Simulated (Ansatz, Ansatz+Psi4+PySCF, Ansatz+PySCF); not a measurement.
```xyz
3

C     0.0000    0.0000    0.1240
H     0.0000    1.0282   -0.3380
H     0.0000   -1.0282   -0.3380
```

Basis set: cc-pVTZ (spherical functions). Correlated methods keep 1 orbital frozen. Correlation on ROHF uses semicanonical orbitals with singles. Charge 0, multiplicity 3.

Computed with Ansatz (development build ahead of 0.2.0); each method stands on the lowest determinant of its kind that the runs found.

Problem. Give the atomization energy at this shape (free ground-state atoms in the same class of orbitals less the molecule, no zero-point energy) of triplet CH2 by ROHF-CCSD(T), UHF-MP2.

Solution.

| method | atomization energy |
| --- | --- |
| ROHF-CCSD(T) | 773.7 kJ/mol |
| UHF-MP2 | 771.6 kJ/mol |
